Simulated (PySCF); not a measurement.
Compound: H6N2Si.
Bonds: N1–Si2, Si2–N3. Hydrogens: H4, H5 on N1; H6, H7 on Si2; H8, H9 on N3.

Computed by this run: PySCF 2.14.0, PBE0-D3(BJ)/def2-SVP geometry optimisation, gas phase; density fitting, grid level 1; the optimiser is geomeTRIC in internal coordinates, started from a GFN2-xTB structure with every atom displaced at random (about 0.01 Å).

The end geometry, which sets the zero of energy:
```
atom  x, y, z in Å
N1      1.2405   -0.3630    0.0123
Si2    -0.3093    0.3890    0.0934
N3     -1.5081   -0.8221   -0.1642
H4      1.4837   -1.1221    0.6380
H5      2.0549    0.1705   -0.2661
H6     -0.7189    1.0107    1.3975
H7     -0.2096    1.4989   -0.9130
H8     -2.4324   -0.7290    0.2377
H9     -1.5127   -1.3899   -1.0032
```

**Question.** These geometries come from the run, each turned onto the end geometry. Order them by energy, lowest first.
A.
```
atom  x, y, z in Å
N1      1.3057   -0.1877    0.1936
Si2    -0.3140    0.4046    0.1621
N3     -1.4796   -0.8416   -0.1627
H4      1.5527   -0.9605    0.7985
H5      1.8609   -0.1948   -0.6534
H6     -0.7147    0.9448    1.4952
H7     -0.2698    1.5261   -0.8331
H8     -2.4538   -0.6717    0.0520
H9     -1.3994   -1.3764   -1.0197
```
B.
```
atom  x, y, z in Å
N1      1.2295   -0.3728   -0.0194
Si2    -0.3083    0.4004    0.0883
N3     -1.5067   -0.8115   -0.1634
H4      1.4577   -1.1341    0.6078
H5      2.0512    0.1825   -0.2229
H6     -0.7102    1.0136    1.3992
H7     -0.2060    1.5096   -0.9174
H8     -2.4317   -0.7292    0.2356
H9     -1.4874   -1.4155   -0.9755
```
C.
```
atom  x, y, z in Å
N1      1.2460   -0.3251    0.0886
Si2    -0.3145    0.3911    0.1135
N3     -1.5112   -0.8132   -0.1714
H4      1.5122   -1.1465    0.6163
H5      2.0340    0.1290   -0.3534
H6     -0.7605    1.0364    1.3936
H7     -0.1879    1.5120   -0.8804
H8     -2.4436   -0.7311    0.2157
H9     -1.4864   -1.4097   -0.9899
```
D.
```
atom  x, y, z in Å
N1      1.2931   -0.2284    0.2015
Si2    -0.3081    0.4012    0.1262
N3     -1.4893   -0.8246   -0.1873
H4      1.5131   -1.0780    0.7036
H5      1.9839   -0.0036   -0.5017
H6     -0.7838    0.9765    1.4221
H7     -0.1927    1.4840   -0.9043
H8     -2.4039   -0.7573    0.2375
H9     -1.5241   -1.3269   -1.0652
```
E.
```
atom  x, y, z in Å
N1      1.3172   -0.1643    0.1926
Si2    -0.3340    0.4277    0.1683
N3     -1.4881   -0.8325   -0.1703
H4      1.5659   -0.8669    0.8355
H5      1.7702   -0.3034   -0.6936
H6     -0.6601    0.8775    1.5204
H7     -0.3006    1.5200   -0.8140
H8     -2.4317   -0.6348   -0.0308
H9     -1.3506   -1.3803   -0.9756
```

**Answer.** B (0.004 eV), C (0.010 eV), D (0.022 eV), A (0.041 eV), E (0.191 eV).

In the order of the answer:

```json
{"step": "14", "E above end (eV)": "0.004", "largest force (eV/Å)": "0.12", "rms force component (eV/Å)": "0.042", "rms distance from end (Å)": "0.029", "rms bond change (Å)": "0.001", "bond most changed (Å)": "N3–H8 -0.001"}
{"step": "12", "E above end (eV)": "0.010", "largest force (eV/Å)": "0.21", "rms force component (eV/Å)": "0.057", "rms distance from end (Å)": "0.053", "rms bond change (Å)": "0.003", "bond most changed (Å)": "N1–Si2 -0.007"}
{"step": "6", "E above end (eV)": "0.022", "largest force (eV/Å)": "0.13", "rms force component (eV/Å)": "0.050", "rms distance from end (Å)": "0.139", "rms bond change (Å)": "0.004", "bond most changed (Å)": "Si2–N3 +0.007"}
{"step": "3", "E above end (eV)": "0.041", "largest force (eV/Å)": "0.15", "rms force component (eV/Å)": "0.051", "rms distance from end (Å)": "0.242", "rms bond change (Å)": "0.006", "bond most changed (Å)": "Si2–N3 +0.014"}
{"step": "0", "E above end (eV)": "0.191", "largest force (eV/Å)": "2.22", "rms force component (eV/Å)": "0.884", "rms distance from end (Å)": "0.307", "rms bond change (Å)": "0.030", "bond most changed (Å)": "Si2–H6 -0.040"}
```

What follows is the cost of the whole optimisation. Hardware: an Arm Neoverse V1 with one thread, shared host. Cost: 30 s of wall time, 0.33 GiB resident at most.
